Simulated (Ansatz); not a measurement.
bcc Mo, treated with r²SCAN in Ansatz (plane waves, PAW).

Numerical settings: plane-wave cutoff 560 eV, 24×24×24 k mesh, Fermi–Dirac smearing 0.05 eV, no spin polarisation, scalar-relativistic PAW data made under PBE.

The volume scan:

| V (Å³/atom) | E − E_lowest (meV/atom) | P (GPa) |
|---|---|---|
| 14.704 | 52.93 | 19.05 |
| 15.017 | 22.70 | 12.03 |
| 15.330 | 5.48 | 5.71 |
| 15.642 | 0.00 | 0.00 |
| 15.955 | 5.12 | -5.15 |
| 16.268 | 19.80 | -9.81 |
| 16.581 | 43.12 | -14.00 |

Task: Fit the third-order Birch–Murnaghan equation and give B0 and B′.

Result: V0 = 15.642 Å³/atom, B0 = 271 GPa, B′ = 4.1 (fit to the energies at full precision).

Measured, for comparison: bulk modulus 265 GPa (zero-point energy and finite temperature contributions removed, our sources range from 265 to 278; as tabulated in doi:10.1021/acs.jctc.3c00612); equilibrium volume per atom 15.49 Å³/atom (static lattice: zero-point anharmonic expansion removed; as tabulated in Mejia-Rodriguez and Trickey (2018), arXiv:1807.09216). Computed (rounded) less measured: bulk modulus +2 % (inside the range of the sources held), equilibrium volume per atom +1.0 %.

Static lattice: no zero-point or thermal effects.

Ansatz is a quantum-chemistry and plane-wave program.
